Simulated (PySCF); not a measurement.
PySCF single point, PBE/def2-TZVP, density fitting, vacuum, on phosphine, PH3 (SMILES P), charge 0, multiplicity 1.

```python
from pyscf import gto, scf, dft
mol = gto.M(atom='''
P     -0.032350     0.260196    -0.384183
H     -0.998297     0.892482     0.384174
H     -0.097109    -0.892482     0.384141
H      0.998297     0.780363     0.384183
''', basis='def2-TZVP', charge=0, spin=0, verbose=3)
mf = dft.RKS(mol, xc='PBE')
mf = mf.density_fit()
mf.max_cycle = 100
e = mf.kernel()
print('converged', mf.converged)
print('E_total', e)
print('nao', mol.nao)
print('HOMO', mf.mo_energy[mf.mo_occ > 0].max())
mf.dip_moment()
```

Output:

```
converged SCF energy = -342.98091393214
converged True
E_total -342.98091393213986
nao 55
HOMO -0.24640815888321654
Dipole moment(X, Y, Z, Debye):  0.00001,  0.00001,  0.71837
```

The total energy is -9332.99 eV.
